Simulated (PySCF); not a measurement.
# Mayer bond orders and bond lengths

Compound: carbon disulfide, CS2.
Atom-mapped SMILES: `[S:1]=[C:2]=[S:3]`

Structure used (GFN2-xTB), in Å, numbered top down from 1:
```
atom  x, y, z in Å
S1    -1.5077    0.4133   -0.0062
C2     0.0038    0.0698   -0.0042
S3     1.5154   -0.2738   -0.0022
```

Bond orders from the PBE0/pcSseg-1 density (PySCF). Isolated species at its GFN2-xTB geometry, gas phase.

**Question.** How far do the computed orders between heavy atoms stray from the drawn ones?

**Answer.** The largest departure is 0.162, at S1–C2 (drawn double, 1.838) and C2–S3 (drawn double, 1.838).

**Question.** Set the Mayer orders of the bonds beside their lengths.

**Answer.** 
```
 bond  drawn as  length (Å)  Mayer order
S1–C2    double       1.550        1.838
C2–S3    double       1.550        1.838
```

**Question.** Sum the orders of all bonds at each heavy atom with more than one neighbour and set the sums beside the valence in the SMILES.

**Answer.** C2 3.676 (drawn 4). Orders between atoms that aren't bonded are not in these sums.

Mayer orders depend on the basis set.

The run behind these numbers computed NMR shieldings as well. On Arm Neoverse V1, one thread, shared host, this took 2.5 s wall.
